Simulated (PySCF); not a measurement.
nitric oxide (NO), SMILES [N]=O, multiplicity 2.

Coordinates come from a PBE-D3(BJ)/def2-TZVPD optimisation.

Calculation: PBE/def2-TZVPD in PySCF.

The molecule is in vacuum.

```
Item                                                              Result
-----------------------------------------------  -----------------------
total energy                                          -129.81690 hartree
point group                                                          C∞v
α spin, highest occupied and lowest empty level       -4.54 and -4.27 eV
β spin, highest occupied and lowest empty level      -11.18 and -3.86 eV
dipole moment                                                     0.21 D
⟨S²⟩                                             0.752 (pure state 0.75)
```
